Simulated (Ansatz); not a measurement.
Input file:

```yaml
crystal:
  periodic: [false, false, false]
  atoms:
    - {symbol: F, position_ang: [0.000000, 0.363379, 1.250957]}
    - {symbol: N, position_ang: [0.000000, 0.458595, -1.488424]}
    - {symbol: Si, position_ang: [0.000000, -0.474516, -0.103907]}
basis:
  gaussian: {orbitals: def2-SVP}
total_charge: 1
magnetization: {spin_polarized: false, initial_magnetization: 3}
correlation: {method: ccsd_t, frozen_orbitals: {F: 0}}
```

```sh
$ ansatz run in.yaml --threads 1 --pin off --events-out ev --progress --plain --max-ram 2393MiB
```

Problem. What does the program do with this input?

Solution. Refused. The input was made wrong on purpose (wrong frozen-orbital counts), so the run isn't a sound calculation of what was asked.
```
Error: "frozen_orbitals" has no count for N
```
